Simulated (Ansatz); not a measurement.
## Sb2O3 (Pccn, No. 56)

Calculation: PBEsol in Ansatz (plane waves, PAW).

Settings: plane-wave cutoff 500 eV, 8×4×8 k mesh (along the axes of the cell as run), gaussian smearing 0.02 eV, scalar-relativistic PAW data made under PBE.

Cell: relaxed at this level.

| Property | Result |
|---|---|
| volume per atom | 16.43 Å³/atom |
| band gap | 1.98 eV (on the SCF k mesh) |

Note: the relaxation could not lower the start's symmetry, so the cell can be a saddle point above a distorted one.

Spin–orbit coupling is not included.

Ansatz is an electronic-structure program.
